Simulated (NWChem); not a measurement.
All runs are NWChem calculations. System: ozone (O3), charge 0, spin multiplicity 1, at a geometry optimised with PBE0/def2-SVP. Level: TD-B3LYP/6-31G* (spherical d), VWN1-RPA local correlation.

Input file:

```
start mol
memory heap 200 mb stack 900 mb global 1100 mb
geometry units angstroms nocenter noautoz noautosym
  O     -1.060667     0.000000    -0.210198
  O      0.000000     0.000000     0.420396
  O      1.060667     0.000000    -0.210198
end
basis spherical
  * library 6-31g*
end
dft
  xc b3lyp
  semidirect memsize 60000000 filesize 0
  iterations 100
end
tddft
  rpa
  nroots 10
  notriplet
end
task tddft energy
```

NWChem printed:

```
             Northwest Computational Chemistry Package (NWChem) 7.3.0
             --------------------------------------------------------

                                NWChem Input Module
                                -------------------

 Scaling coordinates for geometry "geometry" by  1.889725989
 (inverse scale =  0.529177249)

                             Geometry "geometry" -> ""
                             -------------------------

 Output coordinates in angstroms (scale by  1.889725989 to convert to a.u.)

  No.       Tag          Charge          X              Y              Z
 ---- ---------------- ---------- -------------- -------------- --------------
    1 O                    8.0000    -1.06066700     0.00000000    -0.21019800
    2 O                    8.0000     0.00000000     0.00000000     0.42039600
    3 O                    8.0000     1.06066700     0.00000000    -0.21019800

 Effective nuclear repulsion energy (a.u.)      70.8571342385

            Nuclear Dipole moment (a.u.)
            ----------------------------
        X                 Y               Z
 ---------------- ---------------- ----------------
     0.0000000000     0.0000000000     0.0000000000


 Summary of "ao basis" -> "" (spherical)
 ------------------------------------------------------------------------------
       Tag                 Description            Shells   Functions and Types
 ---------------- ------------------------------  ------  ---------------------
 *                           6-31g*                   on all atoms

                                 NWChem DFT Module
                                 -----------------

 Summary of "ao basis" -> "ao basis" (spherical)
 ------------------------------------------------------------------------------
       Tag                 Description            Shells   Functions and Types
 ---------------- ------------------------------  ------  ---------------------
 O                           6-31g*                  6       14   3s2p1d

 Summary of "ao basis" -> "ao basis" (spherical)
 ------------------------------------------------------------------------------
       Tag                 Description            Shells   Functions and Types
 ---------------- ------------------------------  ------  ---------------------
 O                           6-31g*                  6       14   3s2p1d

            General Information
            -------------------
          SCF calculation type: DFT
          Wavefunction type:  closed shell.
          No. of atoms     :     3
          No. of electrons :    24
           Alpha electrons :    12
            Beta electrons :    12
          Charge           :     0
          Spin multiplicity:     1
          Use of symmetry is: off; symmetry adaption is: off
          Maximum number of iterations: 100
          AO basis - number of functions:    42
                     number of shells:    18
          Convergence on energy requested:  1.00D-06
          Convergence on density requested:  1.00D-05
          Convergence on gradient requested:  5.00D-04

              XC Information
              --------------
                         B3LYP Method XC Potential
                     Hartree-Fock (Exact) Exchange  0.200
                        Slater Exchange Functional  0.800 local
                    Becke 1988 Exchange Functional  0.720 non-local
              Lee-Yang-Parr Correlation Functional  0.810
                  VWN I RPA Correlation Functional  0.190 local

             Grid Information
             ----------------
          Grid used for XC integration:  medium
          Radial quadrature: Mura-Knowles
          Angular quadrature: Lebedev.
          Tag              B.-S. Rad. Rad. Pts. Rad. Cut. Ang. Pts.
          ---              ---------- --------- --------- ---------
          O                   0.60       49           6.0       434
          Grid pruning is: on
          Number of quadrature shells:   147
          Spatial weights used:  Erf1

          Convergence Information
          -----------------------
          Convergence aids based upon iterative change in
          total energy or number of iterations.
          Levelshifting, if invoked, occurs when the
          HOMO/LUMO gap drops below (HL_TOL):  1.00D-02
          DIIS, if invoked, will attempt to extrapolate
          using up to (NFOCK): 10 stored Fock matrices.

                    Damping( 0%)  Levelshifting(0.5)       DIIS
                  --------------- ------------------- ---------------
          dE  on:    start            ASAP                start
          dE off:    2 iters        100 iters           100 iters

      Screening Tolerance Information
      -------------------------------
          Density screening/tol_rho:  1.00D-10
          AO Gaussian exp screening on grid/accAOfunc:  14
          CD Gaussian exp screening on grid/accCDfunc:  20
          XC Gaussian exp screening on grid/accXCfunc:  20
          Schwarz screening/accCoul:  1.00D-08

      Superposition of Atomic Density Guess
      -------------------------------------

 Sum of atomic energies:        -224.26305670

      Non-variational initial energy
      ------------------------------

 Total energy =    -224.795942
 1-e energy   =    -450.587915
 2-e energy   =     154.934839
 HOMO         =      -0.300655
 LUMO         =      -0.136101

------------------------------------------------------------
EAF file 0: "./mol.aoints.0" size=524288 bytes
------------------------------------------------------------
               write      read    awrite     aread      wait
[...]
     Electric Quadrupole                           0.0000000003
     Magnetic Dipole                               0.0000005729
     Total Oscillator Strength                     0.0000005732

          sigma_e =   1.1928 Angstrom
          sigma_h =   1.3020 Angstrom
         |d_h->e| =   0.1594 Angstrom
            d_exc =   1.7714 Angstrom
            d_CD1 =   0.2687 Angstrom
            d_CD2 =  -1.0880 Angstrom
            d_CD3 =   1.9309 Angstrom
     Pearson C.C. =   0.0018

     Occ.   11  a   ---  Virt.   13  a   -1.00196 X
     Occ.   11  a   ---  Virt.   13  a    0.06354 Y
  ----------------------------------------------------------------------------
  Root   3 singlet a              0.215137233 a.u.                5.8542 eV
  ----------------------------------------------------------------------------
     Transition Moments    X  0.91691   Y -0.00000   Z  0.00000
     Transition Moments   XX -0.00001  XY  0.00000  XZ -0.43898
     Transition Moments   YY -0.00000  YZ  0.00000  ZZ  0.00001
     Dipole Oscillator Strength                    0.1205817904
     Electric Quadrupole                           0.0000000102
     Magnetic Dipole                               0.0000000720
     Total Oscillator Strength                     0.1205818726

          sigma_e =   1.1909 Angstrom
          sigma_h =   1.2779 Angstrom
         |d_h->e| =   0.1576 Angstrom
            d_exc =   1.7545 Angstrom
            d_CD1 =   0.2447 Angstrom
            d_CD2 =  -1.0768 Angstrom
            d_CD3 =   1.9121 Angstrom
     Pearson C.C. =  -0.0007

     Occ.    9  a   ---  Virt.   14  a   -0.09830 X
     Occ.   10  a   ---  Virt.   13  a   -0.99167 X
     Occ.   10  a   ---  Virt.   13  a    0.23924 Y
     Occ.   11  a   ---  Virt.   14  a    0.20077 X
     Occ.   11  a   ---  Virt.   14  a    0.05753 Y
     Occ.   12  a   ---  Virt.   15  a   -0.16870 X
     Occ.   12  a   ---  Virt.   15  a   -0.06417 Y
  ----------------------------------------------------------------------------
  Root   4 singlet a              0.350809829 a.u.                9.5460 eV
  ----------------------------------------------------------------------------
     Transition Moments    X -0.00000   Y -0.08093   Z -0.00000
     Transition Moments   XX  0.00000  XY  0.00032  XZ  0.00000
     Transition Moments   YY  0.00000  YZ  0.23597  ZZ  0.00000
     Dipole Oscillator Strength                    0.0015318613
     Electric Quadrupole                           0.0000000128
     Magnetic Dipole                               0.0000006268
     Total Oscillator Strength                     0.0015325009

          sigma_e =   1.1870 Angstrom
          sigma_h =   1.1128 Angstrom
         |d_h->e| =   0.2464 Angstrom
            d_exc =   1.6489 Angstrom
            d_CD1 =   0.3206 Angstrom
            d_CD2 =  -0.9035 Angstrom
            d_CD3 =   1.8953 Angstrom
     Pearson C.C. =  -0.0040

     Occ.    6  a   ---  Virt.   13  a   -0.05535 X
     Occ.    8  a   ---  Virt.   13  a   -0.99788 X
  ----------------------------------------------------------------------------
  Root   5 singlet a              0.354944732 a.u.                9.6585 eV
  ----------------------------------------------------------------------------
     Transition Moments    X  0.00000   Y -0.00001   Z  0.00000
     Transition Moments   XX -0.00000  XY -0.96718  XZ -0.00000
     Transition Moments   YY -0.00000  YZ  0.00007  ZZ  0.00000
     Dipole Oscillator Strength                    0.0000000001
     Electric Quadrupole                           0.0000002228
     Magnetic Dipole                               0.0000068831
     Total Oscillator Strength                     0.0000071059

          sigma_e =   1.1849 Angstrom
          sigma_h =   1.2928 Angstrom
         |d_h->e| =   0.1633 Angstrom
            d_exc =   1.7679 Angstrom
            d_CD1 =   0.2712 Angstrom
            d_CD2 =  -1.0756 Angstrom
            d_CD3 =   1.9312 Angstrom
     Pearson C.C. =  -0.0076

     Occ.    5  a   ---  Virt.   13  a   -0.06253 X
     Occ.    9  a   ---  Virt.   13  a    0.99472 X
     Occ.   10  a   ---  Virt.   14  a   -0.09051 X
  ----------------------------------------------------------------------------
  Root   6 singlet a              0.370644821 a.u.               10.0858 eV
  ----------------------------------------------------------------------------
     Transition Moments    X  0.00005   Y -0.00000   Z  0.04837
     Transition Moments   XX  0.30143  XY  0.00000  XZ -0.00003
     Transition Moments   YY  0.00666  YZ  0.00000  ZZ -0.15742
     Dipole Oscillator Strength                    0.0005781115
     Electric Quadrupole                           0.0000000147
     Magnetic Dipole                               0.0000000000
     Total Oscillator Strength                     0.0005781262

          sigma_e =   1.1800 Angstrom
          sigma_h =   1.2358 Angstrom
         |d_h->e| =   0.0081 Angstrom
            d_exc =   1.6725 Angstrom
            d_CD1 =   0.0639 Angstrom
            d_CD2 =  -1.1998 Angstrom
            d_CD3 =   1.6806 Angstrom
     Pearson C.C. =   0.0420

     Occ.    7  a   ---  Virt.   13  a   -0.20619 X
     Occ.   11  a   ---  Virt.   15  a    0.07920 X
     Occ.   12  a   ---  Virt.   14  a    0.97458 X
  ----------------------------------------------------------------------------
  Root   7 singlet a              0.397427553 a.u.               10.8146 eV
  ----------------------------------------------------------------------------
     Transition Moments    X -0.35711   Y -0.00000   Z  0.00001
     Transition Moments   XX  0.00001  XY  0.00000  XZ  0.34012
     Transition Moments   YY -0.00000  YZ  0.00000  ZZ -0.00001
     Dipole Oscillator Strength                    0.0337877427
     Electric Quadrupole                           0.0000000387
     Magnetic Dipole                               0.0000033207
     Total Oscillator Strength                     0.0337911020

          sigma_e =   1.1825 Angstrom
          sigma_h =   1.2861 Angstrom
         |d_h->e| =   0.1277 Angstrom
            d_exc =   1.5617 Angstrom
            d_CD1 =   0.2313 Angstrom
            d_CD2 =  -1.1066 Angstrom
            d_CD3 =   1.6894 Angstrom
     Pearson C.C. =   0.2071

     Occ.    9  a   ---  Virt.   14  a    0.06852 X
     Occ.   10  a   ---  Virt.   13  a    0.13468 X
     Occ.   10  a   ---  Virt.   13  a   -0.06796 Y
     Occ.   11  a   ---  Virt.   14  a    0.92021 X
     Occ.   12  a   ---  Virt.   15  a    0.36550 X
  ----------------------------------------------------------------------------
  Root   8 singlet a              0.401049015 a.u.               10.9131 eV
  ----------------------------------------------------------------------------
     Transition Moments    X  0.00000   Y -0.00000   Z -0.00000
     Transition Moments   XX -0.00000  XY  0.04238  XZ -0.00000
     Transition Moments   YY  0.00000  YZ -0.00000  ZZ  0.00000
     Dipole Oscillator Strength                    0.0000000000
     Electric Quadrupole                           0.0000000006
     Magnetic Dipole                               0.0000026359
     Total Oscillator Strength                     0.0000026365

          sigma_e =   1.1818 Angstrom
          sigma_h =   1.2827 Angstrom
         |d_h->e| =   0.1209 Angstrom
            d_exc =   1.7398 Angstrom
            d_CD1 =   0.2218 Angstrom
            d_CD2 =  -1.1114 Angstrom
            d_CD3 =   1.8607 Angstrom
     Pearson C.C. =   0.0099

     Occ.    9  a   ---  Virt.   13  a    0.08991 X
     Occ.   10  a   ---  Virt.   14  a    0.99526 X
  ----------------------------------------------------------------------------
  Root   9 singlet a              0.435755923 a.u.               11.8575 eV
  ----------------------------------------------------------------------------
     Transition Moments    X -0.00000   Y -0.00000   Z  0.32203
     Transition Moments   XX -0.89431  XY  0.00000  XZ  0.00000
     Transition Moments   YY -0.12120  YZ  0.00000  ZZ  0.28856
     Dipole Oscillator Strength                    0.0301259613
     Electric Quadrupole                           0.0000001590
     Magnetic Dipole                               0.0000000000
     Total Oscillator Strength                     0.0301261203

          sigma_e =   1.1959 Angstrom
          sigma_h =   1.0031 Angstrom
         |d_h->e| =   0.1629 Angstrom
            d_exc =   1.5509 Angstrom
            d_CD1 =   0.3557 Angstrom
            d_CD2 =  -0.9366 Angstrom
            d_CD3 =   1.7137 Angstrom
     Pearson C.C. =   0.0241

     Occ.    5  a   ---  Virt.   15  a   -0.05956 X
     Occ.    7  a   ---  Virt.   13  a   -0.94119 X
     Occ.    7  a   ---  Virt.   13  a    0.08109 Y
     Occ.    8  a   ---  Virt.   14  a   -0.20200 X
     Occ.    9  a   ---  Virt.   15  a    0.17504 X
     Occ.   11  a   ---  Virt.   15  a   -0.05314 X
     Occ.   12  a   ---  Virt.   14  a   -0.20075 X
  ----------------------------------------------------------------------------
  Root  10 singlet a              0.481693488 a.u.               13.1076 eV
  ----------------------------------------------------------------------------
     Transition Moments    X -0.00010   Y -0.00000   Z  0.01775
     Transition Moments   XX -0.14522  XY  0.00000  XZ  0.00006
     Transition Moments   YY -0.01209  YZ -0.00000  ZZ  0.11095
     Dipole Oscillator Strength                    0.0001011647
     Electric Quadrupole                           0.0000000098
     Magnetic Dipole                               0.0000000000
     Total Oscillator Strength                     0.0001011744

          sigma_e =   1.1576 Angstrom
          sigma_h =   1.3003 Angstrom
         |d_h->e| =   0.2831 Angstrom
            d_exc =   1.8006 Angstrom
            d_CD1 =   0.4259 Angstrom
            d_CD2 =  -0.9458 Angstrom
            d_CD3 =   2.0838 Angstrom
     Pearson C.C. =  -0.0436

     Occ.   11  a   ---  Virt.   15  a    0.99324 X
     Occ.   12  a   ---  Virt.   14  a   -0.09053 X

              Target root =      1
          Target symmetry = none
      Ground state energy =   -225.399055349641
        Excitation energy =      0.080703989736
     Excited state energy =   -225.318351359904

  stored tddft:energy   -225.31835135990411

 Task  times  cpu:        7.9s     wall:        7.9s

 Total times  cpu:        8.0s     wall:        8.0s
```
